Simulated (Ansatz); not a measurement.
C₃H₆Cl₂, SMILES ClCCCCl, vertical spin-state energies

Program: Ansatz 0.2.0, Python API.

The script reads `c3h6cl2.xyz`:
```text
11

Cl   -2.77390    0.23660    0.06500
C    -1.11270   -0.21140    0.52520
C    -0.12240    0.32110   -0.50240
C     1.30660   -0.13380   -0.23420
Cl    1.93990    0.51990    1.29290
H    -0.93100    0.20130    1.52100
H    -1.07180   -1.30310    0.58530
H    -0.40870   -0.03310   -1.50080
H    -0.16480    1.41700   -0.53280
H     1.96820    0.21070   -1.03470
H     1.37050   -1.22520   -0.18460
```

Run as a notebook:

```python
import ansatz as az
```

```python
c3h6cl2 = az.Crystal.molecule_from_extxyz("c3h6cl2.xyz")
```

```python
base = (
    c3h6cl2.calculation()
    .basis(gaussian="6-31G")
    .functional("cam_b3lyp")
)
found = {}
for unpaired in [0, 2]:
    summary = base.spin("collinear", total=unpaired).run(threads=1).report
    s = unpaired / 2
    found[unpaired] = summary["free_energy_ev"]
    print(f"2S+1 = {unpaired + 1}: E = {found[unpaired]:.5f} eV, <S^2> = {abs(summary['mean_field']['state']['spin_squared']):.3f} (pure state {s * (s + 1):.2f})")
lowest = min(found, key=found.get)
for unpaired, e in found.items():
    print(f"multiplicity {unpaired + 1}: {96.485332 * (e - found[lowest]):.1f} kJ/mol above the lowest")
```

    2S+1 = 1: E = -28250.37197 eV, <S^2> = 0.000 (pure state 0.00)
    2S+1 = 3: E = -28243.06752 eV, <S^2> = 2.003 (pure state 2.00)
    multiplicity 1: 0.0 kJ/mol above the lowest
    multiplicity 3: 704.8 kJ/mol above the lowest

In order: multiplicity 1 (+0.00 eV) and multiplicity 3 (+7.30 eV), all at the one geometry.

The settings weren't tested for convergence. The geometry is a force-field or estimated start, not a minimum of this method, and the basis set is short of its limit. All parts are taken at fixed geometry, without zero-point energy. Timing: 23 s on 1 thread of Arm Neoverse V1, with other jobs on the host, peak memory 0.33 GiB.
